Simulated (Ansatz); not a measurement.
in.yaml

```yaml
crystal:
  periodic: [false, false, false]
  atoms:
    - {symbol: Ga, position_ang: [0.000023, -0.258300, 3.736266]}
    - {symbol: P, position_ang: [-0.000016, -0.609843, -2.506844]}
    - {symbol: N, position_ang: [0.000021, -0.249023, -3.946168]}
    - {symbol: H, position_ang: [-0.000029, 1.117165, 2.716746]}
basis:
  gaussian: {orbitals: def2-SVP}
correlation: {active_space: {ras: {orbitals: [7, 0, 42], electrons: 14, max_holes: 2, max_particles: 2}, fixed_orbitals: true}}
scf: {lower_state_search: off}
```

```sh
$ ansatz run in.yaml --threads 1 --pin off --events-out ev --progress --plain --max-ram 2393MiB
```

Log:

```
these checks for a lower state are left out or cut short: stability, starts, cluster_reference, orbital_swaps, neighbouring_geometries, increment
672 factors; integrals over basis functions are off by at most 9.3e-4 eV
mean field evaluation 1: about -63086.9777 eV, gradient 3.6e1 eV
mean field evaluation 2: about -63086.9801 eV, gradient 3.6e1 eV
mean field evaluation 4: about -63090.4890 eV, gradient 2.5e0 eV
mean field evaluation 8: about -63090.5305 eV, gradient 1.6e-1 eV
mean field -63090.53066663 eV, -2318.5342377010 hartree, gradient 1.6e-6 eV, S^2 0.000000; 0 other end points of the search recorded, 0 dependent functions left out
reference -63090.53066663 eV, -2318.5342377010 hartree; 27, 27 occupied and 42, 42 virtual orbitals, 672 factors
state -63099.11256678 eV, -2318.8496167146 hartree
Total energy: -63099.11256678 eV, -2318.8496167146 hartree
Checks for a lower state left out: stability, starts, cluster_reference, orbital_swaps, neighbouring_geometries, increment
```

Natural occupations: 1.9837 1.9743 1.9713 1.9613 1.9564 1.9421 1.9421 0.0546 0.0545 0.0235 0.0167 0.0166 0.0163 0.0093 0.0071 0.0071 0.0061 0.0057 0.0057 0.0050 0.0043 0.0043 0.0040 0.0035.

Ran on 1 thread of Intel Xeon 6975P-C, shared host: 2.1 s wall, 0.17 GiB peak host memory.
